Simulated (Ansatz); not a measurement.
How close CCSD(T) comes to the exact answer in a basis

Each species is computed at the geometry given (Å), with frozen cores, in Ansatz 0.2.0: RHF-CCSD(T) for singlets, UHF-CCSD(T) otherwise, and full CI in the same basis. The program picks the determinant by trial CCSD, so it needn't be the lowest Hartree–Fock solution. States: BGe⁺ Σ⁺ or Δ, InH2⁺ Σg⁺ or Δg, AlS Π, HfH2 Σg⁺ or Δg. Cases whose determinant has another symmetry than full CI's state, or whose (Q) step broke down, weren't drawn. No spin–orbit coupling is included; scalar relativity enters only through core potentials past Kr.

Task: Judging by size, spin and bonding and the diagnostics given, rank them by the size of CCSD(T)'s error in total energy against full CI in the same basis, smallest first (an estimate).
A. HfH2, singlet, def2-SVP: Hf 0.000 0.000 0.000; H 0.000 0.000 -1.912; H 0.000 0.000 1.912. T1 0.010, (T) -74 meV in a correlation energy of -2.78 eV
B. AlS, doublet, 6-31G: Al 0.000 0.000 0.000; S 0.000 0.000 2.471. T1 0.021, (T) -52 meV in a correlation energy of -2.20 eV
C. BGe⁺, singlet, cc-pVDZ: Ge 0.000 0.000 0.000; B 0.000 0.000 3.515. T1 0.055, (T) -175 meV in a correlation energy of -4.17 eV
D. InH2⁺, singlet, def2-TZVPP: In 0.000 0.000 0.000; H 0.000 0.000 -1.665; H 0.000 0.000 1.665. T1 0.010, (T) -20 meV in a correlation energy of -1.94 eV

Result: D (6.9 meV), B (16.2 meV), A (32.8 meV), C (47.4 meV).

```csv
species,basis,correlated electrons,CCSD(T) − full CI (meV),CCSDT(Q) − full CI (meV),unpaired electrons (full CI),T1,⟨S²⟩ of the determinant
"InH2⁺, singlet",def2-TZVPP,4,6.9,0.2,0.03,0.010,0.00
"AlS, doublet",6-31G,9,16.2,-0.7,1.08,0.021,0.76
"HfH2, singlet",def2-SVP,6,32.8,0.5,0.36,0.010,0.00
"BGe⁺, singlet",cc-pVDZ,6,47.4,1.3,0.58,0.055,0.00
```

Unpaired electrons are Σ n²(2−n)² over natural occupations; an open shell counts its own unpaired electrons too. Frozen cores follow each run's orbitals, which moves totals by a few meV.
